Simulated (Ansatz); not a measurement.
## Worked example: correlation energy of B–NH$_{2}$⁺, doublet

Geometry: that of the B–NH2, singlet, kept fixed.

```csv
atom,x (Å),y (Å),z (Å)
B,0.0000,0.0000,0.8600
N,0.0000,0.0000,-0.5115
H,0.0000,0.8509,-1.0580
H,0.0000,-0.8509,-1.0580
```

Basis cc-pVTZ; Ansatz 0.2.0. Only valence electrons are correlated (noble-gas cores frozen), which leaves 9 electrons in 86 orbitals. Prefix R: restricted or restricted open-shell reference; prefix U: unrestricted.

Full CI isn't at hand for all of this; UCCSDT(Q) serves as the reference, and is uncertain by about the last step of the cluster series.

Runs differ by some tens of microhartree through their thresholds and, for an open shell, their frozen cores, so steps under 0.03 kcal/mol mean nothing.

| level | total energy (hartree) |
| --- | --- |
| UHF | -79.987149 |
| UMP2 | -80.239554 |
| UCCSD | -80.253465 |
| UCCSD(T) | -80.264390 |
| UCCSDT | -80.264953 |
| UCCSDT(Q) | -80.265539 |

Problem. What is the correlation energy at UCCSDT(Q), and what share of it do UMP2 and UCCSD(T) recover?

Solution. E(corr) = -80.265539 − (-79.987149) = -0.278390 hartree = -7.575 eV. UMP2: -0.252405 / -0.278390 = 90.67 %. UCCSD(T): -0.277241 / -0.278390 = 99.59 %.

Problem. By how many kcal/mol does UCCSD(T) miss UCCSDT(Q) (1 hartree = 627.509 kcal/mol), and which steps make up the rest?

Solution. -80.264390 − (-80.265539) = 0.001149 hartree = 0.72 kcal/mol. Steps: UCCSDT − UCCSD(T) = -0.35, UCCSDT(Q) − UCCSDT = -0.37 kcal/mol. That is within 1 kcal/mol of the reference in this basis, which itself misses far more of the correlation at the basis-set limit.
